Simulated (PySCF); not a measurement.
Compound: aziridine, C2H5N.
Atom-mapped SMILES: `[CH2:1]1[CH2:2][NH:3]1`

NICS is the negative of the GIAO shielding at a point without a nucleus: at the ring centre (0) and 1 Å above and below it (1); zz is the component along the ring normal. Level: GIAO B3LYP/pcSseg-2 (PySCF, non-relativistic, gas phase) on the PBE0-D3(BJ)/def2-SVP geometry, one conformer.

Ring bond lengths (Å): C1–C2 1.479, C2–N3 1.452, N3–C1 1.452.

Give the NICS values of each ring in ppm.

```tsv
ring	type	NICS(0)	NICS(1), two faces	NICS(1)zz, two faces	rms pucker (Å)	centre to ring atoms, mean (Å)
C1–C2–N3	3-membered ring with N; formal bonds all single	-45.8	-7.3 / -6.7	-24.3 / -24.1	0.00	0.84
```

What do they say, and how far can they be read as aromaticity?

- C1–C2–N3: mean NICS(1)zz -24.2 ppm, shielded. C1, C2 have four or more neighbours; no verdict on aromaticity is drawn. NICS(0) lies 39 ppm below the mean NICS(1).

What are the shieldings of the ring atoms and their hydrogens in the same run (means over atoms taken as equivalent)?

| atoms | environment | σ isotropic (ppm) | principal values of the symmetric part, first atom (ppm) |
| --- | --- | --- | --- |
| C1 (×2) | sp3 carbon bound to nitrogen | 160.5 | 119.0, 159.7, 202.8 |
| N3 | secondary amine nitrogen | 249.6 | 175.3, 255.4, 318.0 |
| H on C1 (×4) | methylene hydrogen | 29.89 | 24.4, 26.8, 38.1 |
| H on N3 | N–H hydrogen | 32.20 | 24.8, 25.9, 45.9 |

How do the values depend on the level or the medium?

| level | NICS(0), C1–C2–N3 | mean NICS(1)zz, C1–C2–N3 |
| --- | --- | --- |
| B3LYP/pcSseg-2, gas | -45.8 | -24.2 |
| PBE0/pcSseg-1, gas | -45.5 | -23.7 |

The geometry is the same throughout.
